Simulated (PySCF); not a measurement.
**Gas-phase thermal properties of LiH**

Method: PySCF energies (xtb for GFN2) plus ideal-gas RRHO corrections (1 bar). The comparison is the NASA 1993 polynomial table, which mixes measured and estimated data. 6-31G* has spherical d functions here. All species are closed-shell singlets. B3LYP is the form with VWN-RPA correlation. The harmonic model lacks anharmonicity and excited electronic states, which grow with temperature; levels with a mode under 35 cm⁻¹ are left out. The table's entry may be an old estimate for LiH (not checked at source).

```json
[
 {"level": "table", "point group": "-", "σ": "-", "ZPE (kJ/mol)": "-", "S°298 (J/mol/K)": "170.9", "Cp298 (J/mol/K)": "29.7", "S°1000 (J/mol/K)": "210.4", "H1000 − H298 (kJ/mol)": "23.4"},
 {"level": "B3LYP/6-31G*", "point group": "C∞v", "σ": "1", "ZPE (kJ/mol)": "8.4", "S°298 (J/mol/K)": "170.9", "Cp298 (J/mol/K)": "29.5", "S°1000 (J/mol/K)": "209.8", "H1000 − H298 (kJ/mol)": "23.0"},
 {"level": "GFN2-xTB", "point group": "C∞v", "σ": "1", "ZPE (kJ/mol)": "8.6", "S°298 (J/mol/K)": "168.2", "Cp298 (J/mol/K)": "29.5", "S°1000 (J/mol/K)": "206.9", "H1000 − H298 (kJ/mol)": "22.9"},
 {"level": "HF/6-31G*", "point group": "C∞v", "σ": "1", "ZPE (kJ/mol)": "8.5", "S°298 (J/mol/K)": "171.1", "Cp298 (J/mol/K)": "29.5", "S°1000 (J/mol/K)": "209.9", "H1000 − H298 (kJ/mol)": "22.9"},
 {"level": "PBE/def2-SVP", "point group": "C∞v", "σ": "1", "ZPE (kJ/mol)": "8.3", "S°298 (J/mol/K)": "170.8", "Cp298 (J/mol/K)": "29.6", "S°1000 (J/mol/K)": "209.7", "H1000 − H298 (kJ/mol)": "23.0"},
 {"level": "PBE0/def2-TZVP", "point group": "C∞v", "σ": "1", "ZPE (kJ/mol)": "8.4", "S°298 (J/mol/K)": "170.7", "Cp298 (J/mol/K)": "29.5", "S°1000 (J/mol/K)": "209.6", "H1000 − H298 (kJ/mol)": "23.0"}
]
```
σ: rotational symmetry number. Electronic degeneracy used: 1. Frequencies are unscaled.
